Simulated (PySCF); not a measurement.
C5H4.
Numbering: `[CH:1]#[C:2][C:3]#[C:4][CH3:5]` (hydrogens: H6 on C1; H7, H8, H9 on C5)

Theory: TDDFT CAM-B3LYP/def2-SVPD, vertical, gas phase, core orbitals frozen in the response (PySCF 2.14.0, density-fitted response routines). Isolated species at its GFN2-xTB geometry, gas phase.

| state | E (eV) | E (kJ/mol) | λ (nm) | f | symmetry | main configurations (H = HOMO, L = LUMO) |
| --- | --- | --- | --- | --- | --- | --- |
| S1 | 4.80 | 463 | 258.4 | 0.0000 | – | H-1/H→L/L+1 (97%) |
| S2 | 5.00 | 482 | 248.2 | 0.0002 | – | H-1/H→L/L+1 (≥77%) |
| S3 | 5.00 | 482 | 248.2 | 0.0002 | – | H-1/H→L/L+1 (≥78%) |
| S4 | 6.84 | 660 | 181.1 | 0.0000 | – | H-1/H→L+2 (≥85%) |
| S5 | 6.85 | 660 | 181.1 | 0.0000 | – | H-1/H→L+2 (≥85%) |
| S6 | 7.36 | 711 | 168.4 | 0.0000 | – | H-3/H-2→L/L+1 (≥84%) |
| S7 | 7.65 | 738 | 162.1 | 0.018 | E | H-1/H→L+3 (≥81%) |
| S8 | 7.65 | 738 | 162.1 | 0.018 | E | H-1/H→L+3 (≥81%) |

Triplets (Tamm–Dancoff): T1 3.92 eV, H-1/H→L/L+1 (≥94%); T2 4.32 eV, H-1/H→L/L+1 (≥73%); T3 4.32 eV, H-1/H→L/L+1 (≥73%).

The lowest singlet lies at 4.80 eV (258 nm, ultraviolet) and is dark (f under 0.0005); its leading configuration is HOMO-1/HOMO→LUMO/LUMO+1 (97%). The most intense listed level is S7/S8 at 7.65 eV (162 nm, f = 0.036 summed), 2.85 eV above S1. It is the last of those listed, so stronger ones may follow. S2/S3, S4/S5 and S7/S8 lie within about 0.01 eV of each other in each set; the point group C3v has degenerate representations, and within a degenerate level the listed configurations can mix freely. Löwdin shares by element: HOMO (one of a set within 0.03 eV) carbon 89% or more; LUMO (one of a set within 0.03 eV) carbon 81% or more (atoms not listed hold the other 19%). The listed states span 2.85 eV, and the widest gap between neighbours is 1.85 eV (S3 to S4). Weighted by f, the mean energy of these states is 7.62 eV. Of the 8 states listed, 2 reach f = 0.01 and 6 stay under 0.0005. No computed singlet lies in the visible range (380 to 750 nm); the lowest, at 258 nm, stands 1.53 eV above its violet end (3.26 eV). Symmetry labels in C3v follow from the direction of the transition dipole and are given only for states with f of 0.002 or more. Orbitals of the list HOMO-3 to LUMO+2 that lie within 0.01 eV of each other are written together with a slash and their weights summed (≥ marks a lower bound); for degenerate orbitals outside that list single weights are arbitrary. Singlets were solved by full linear response, triplets in the Tamm–Dancoff approximation.
